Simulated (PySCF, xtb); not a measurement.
CH4, SMILES C (connectivity only; charge and spin as stated), charge +1, multiplicity 2.

The structure is a stationary point at ωB97X-D3(BJ)/def2-TZVPD. The multiplicity is an assumed one; other spin states were not compared.

The numbers are results of C-PCM-ωB97X/def2-TZVPD (PySCF 2.14.0), not measurements.

The values are the electrostatic part of the solvation free energy, E(continuum) − E(gas) at the gas-phase geometry, in a cavity of scaled van der Waals radii (PySCF's table); cavitation and dispersion terms are not included.

Computed values in water (ε = 78.36), chloroform (ε = 4.71), ethylethanoate (ε = 5.99):
| solvent | ε | ΔG(elec) (kcal/mol) |
|---|---|---|
| water | 78.36 | -78.0 |
| chloroform | 4.71 | -62.2 |
| ethylethanoate | 5.99 | -65.8 |

For comparison, GFN2-xTB/ALPB(water) (xtb, at the GFN2-xTB geometry, all terms of that model) gives -83.1 kcal/mol.
